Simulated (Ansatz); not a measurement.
## One element changed: vertical spin gaps of H2N–C, Si–NH2

Ansatz 0.2.0, basis cc-pVDZ; geometries are PBE0/def2-TZVP minima. Wave-function levels freeze the cores; HF, MP2 and coupled cluster are restricted for singlets and unrestricted otherwise, Kohn–Sham unrestricted where that lies lower. MRCISD+Q stands on CASSCF in the full valence space. The reference is CCSDT(Q) (coupled cluster only where its series has nearly closed). Semilocal and hybrid functionals correlate all electrons outside any core potential and usually lie nearer their basis limit than the reference, so part of their error here is the reference's basis and frozen-core error; RPA and the MP2 part of double hybrids freeze the same cores as the reference. An error is the level's value less the reference. None of these values is a measured one. Energies are electronic, without zero-point terms. The set is small: such energies can lie up to about 0.3 eV from the limit, spin gaps mostly less, so near ties and functionals' places can change in larger sets. No spin–orbit coupling and no scalar relativity. The species are chosen: bound, without strong static correlation by their natural occupations or amplitudes, in their lowest spin state as far as vertical gaps and like structures tell, and with a ladder that closes on the reference, so errors are smaller than for species at large; levels whose determinant breaks symmetry or spin markedly are left out.

| species | bonds (Å) | quantity | symmetry of the states | reference | value (eV) | error CCSD(T) | error MRCISD+Q | error PBE | error wB97M-V | error RPA-PBE |
| --- | --- | --- | --- | --- | --- | --- | --- | --- | --- | --- |
| H2N–C, doublet | C–N 1.286, N–H 1.022, angles at N 114/123° | quartet less doublet, vertical | B2 / A2 | CCSDT(Q) | 4.006 | -0.013 | -0.027 | 0.042 | 0.256 | 0.250 |
| Si–NH2, doublet | N–Si 1.705, N–H 1.010, angles at N 111/124° | quartet less doublet, vertical | B2 / A2 | CCSDT(Q) | 3.495 | -0.010 | -0.030 | 0.095 | 0.435 | 0.170 |

The reference falls from C to Si, by 0.511 eV in all.
